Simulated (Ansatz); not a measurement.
# SbH, triplet: reading a ladder of total energies

Geometry: that of the SbH, singlet, kept fixed.

```
atom   x (Å)   y (Å)   z (Å)
  Sb  0.0000  0.0000  0.0000
   H  0.0000  0.0000  1.7130
```

Basis def2-TZVPP with its core potentials; Ansatz 0.2.0. Only valence electrons are correlated (noble-gas cores and the filled d shells of p-block atoms frozen), which leaves 6 electrons in 55 orbitals. R marks a restricted (for open shells ROHF) determinant, U an unrestricted one. No spin–orbit coupling is included; scalar relativity enters through the core potentials alone.

Full CI isn't at hand for all of this; UCCSDT(Q) serves as the reference, and is uncertain by about the last step of the cluster series.

Runs differ by some tens of microhartree through their thresholds and, for an open shell, their frozen cores, so steps under 0.03 kcal/mol mean nothing.

| level | total energy (hartree) |
| --- | --- |
| UHF | -239.836928 |
| UMP2 | -239.921129 |
| UCCSD | -239.940571 |
| UCCSD(T) | -239.943763 |
| UCCSDT | -239.944450 |
| UCCSDT(Q) | -239.944531 |

Q: What is the correlation energy at UCCSDT(Q), and what share of it do UMP2 and UCCSD recover?

A: E(corr) = -239.944531 − (-239.836928) = -0.107603 hartree = -2.928 eV. UMP2: -0.084201 / -0.107603 = 78.25 %. UCCSD: -0.103643 / -0.107603 = 96.32 %.

Q: By how many kcal/mol does UCCSD(T) miss UCCSDT(Q) (1 hartree = 627.509 kcal/mol), and which steps make up the rest?

A: -239.943763 − (-239.944531) = 0.000768 hartree = 0.48 kcal/mol. Steps: UCCSDT − UCCSD(T) = -0.43, UCCSDT(Q) − UCCSDT = -0.05 kcal/mol. That is within 1 kcal/mol of the reference in this basis, which itself misses far more of the correlation at the basis-set limit.
